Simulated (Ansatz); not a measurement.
For rock-salt TiC, PBEsol-D3(BJ) in Ansatz (plane waves, PAW) gives:

lattice constant a: 4.256 Å
bulk modulus: 282 GPa

Q: What does B3LYP (VWN-RPA form) (Ansatz, a program for electronic structure, PAW) give for the same quantities?

A: 
- lattice constant a: 4.343 Å (goes up by 2.0 %)
- bulk modulus: 258 GPa (shrinks by 8.5 %)

For comparison: lattice constant a 4.33 Å (measured, temperature not stated, not corrected to a static lattice; as tabulated in Zhang et al. (2018), doi:10.1088/1367-2630/aac7f0); bulk modulus 240 GPa (measured, temperature not stated, not corrected to a static lattice, our sources range from 235 to 268; as tabulated in Krasnenko and Brik (2013), arXiv:1306.3139).

Changes are worked out from the printed values.

Unless a cell is named, each level is at its own relaxed cell (PBEsol-D3(BJ) 9.64, B3LYP (VWN-RPA form) 10.24 Å³/atom).

Ansatz's density-functional and Hartree–Fock values are scalar-relativistic unless marked +SOC, with PAW data made under PBE.
